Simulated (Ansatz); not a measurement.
Loss of CH4: C5H8O → C4H4O + CH4

Species: C5H8O (2,3-dihydro-5-methylfuran) `CC1=CCCO1`, singlet; C4H4O `C#COC=C`, singlet; CH4 (methane) `C`, singlet. 

Shapes, held fixed at every level: PBE0-D4/def2-TZVP. Flexible molecules stand in one conformer, not always the lowest. Programs: Ansatz 0.2.0. The zero-point and thermal change to 298 K, harmonic and unscaled (PBE0-D4/def2-TZVP), is -19.9 kJ/mol.

Q: Estimate ΔH(298 K) of this reaction.

A: The highest level, CCSD(T)/CBS estimate, gives ΔH(298 K) = +260.2 kJ/mol; the levels span +228.4 to +281.5. The column of differences is taken from that level and isn't an error. No measured value is set beside it here. The CBS estimate extrapolates MP2 from def2-TZVPP and def2-QZVPP and adds CCSD(T) − MP2 in the triple-zeta set, cores frozen.

```tsv
level	kind	ΔH(298 K) (kJ/mol)	less CCSD(T)/CBS estimate
HF/def2-TZVPP	Hartree–Fock	+228.4	-31.8
B3LYP-D4/def2-TZVPP	global hybrid	+242.7	-17.5
wB97M-V/def2-TZVPP	range-separated hybrid	+264.1	+3.9
wB97X-V/def2-TZVPP	range-separated hybrid	+281.5	+21.3
CCSD/def2-SVP	coupled cluster or CI	+266.3	+6.1
CCSD(T)/def2-TZVPP	coupled cluster or CI	+259.4	-0.8
CCSD/def2-TZVPP	coupled cluster or CI	+259.0	-1.2
CCSD(T)/CBS estimate	coupled cluster or CI	+260.2	0.0
```
